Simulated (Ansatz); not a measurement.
Input for Ansatz (development build ahead of 0.2.0):

```yaml
crystal:
  periodic: [false, false, false]
  atoms:
    - { symbol: "N", position_ang: [0.04024, -0.02141, -0.5954] }
    - { symbol: "N", position_ang: [0.03525, 0.00485, 0.65097] }
    - { symbol: H, position_ang: [-0.02119, 0.98401, -0.87039] }
    - { symbol: H, position_ang: [0.03636, -0.96288, 0.90418] }
basis:
  gaussian: { orbitals: def2-TZVP }
hamiltonian:
  xc: hf
correlation:
  method: mp2
  frozen_orbitals: { H: 0, "N": 1 }
```

The input is written out in the form of the current development build from the run's settings.

Output:

| Item | Value |
| --- | --- |
| Converged | yes |
| Reference energy | -110.04034 hartree |
| Correlation energy | -0.40119 hartree |
| Total energy | -110.44153 hartree |
| Spin squared of the determinant | 0.000 |
